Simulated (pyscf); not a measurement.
A first-order saddle from PySCF, ωB97X-D3(BJ)/def2-SVP:

```
B
O 1 1.3567
H 2 0.9639 1 112.81
O 1 1.3584 2 124.21 3 157.92
H 4 0.9639 1 112.04 2 -26.61
O 1 1.5342 2 118.88 3 -55.42
H 6 0.9715 1 108.17 2 -152.39
H 6 1.0886 7 108.18 1 96.26
Cl 8 1.7150 6 137.24 7 -109.66
```

Surface: singlet, charge 0. Lowest wavenumbers (cm⁻¹): 509i, 145, 286, 359, 392.

### Question
Name the species on either side of this saddle.

### Answer
HO–B(OH)–OH (SMILES OB(O)O) + HCl (SMILES Cl) ⇌ H₂O (SMILES O) + HO–B(OH)–Cl (SMILES OB(O)Cl), a four-centre exchange read from left to right: B–O, Cl–H broken and H–O, B–Cl formed. At ωB97M-D3(BJ)/def2-TZVP it lies +20.9 kcal/mol from the left side and +10.3 kcal/mol from the right (each side as separated species at their lowest minima found). On the reactant side the descent ends in a complex, 6.5 kcal/mol under the separated species and 27.5 kcal/mol under the saddle at ωB97X-D3(BJ)/def2-TZVP. On the product side the descent ends in a complex (not fully relaxed), 4.2 kcal/mol under the separated species and 15.7 kcal/mol under the saddle at ωB97X-D3(BJ)/def2-TZVP. The products may also form a dative adduct at HO–B(OH)–Cl; it and routes through it were not searched. One saddle was located; it need not be the lowest between these sides.
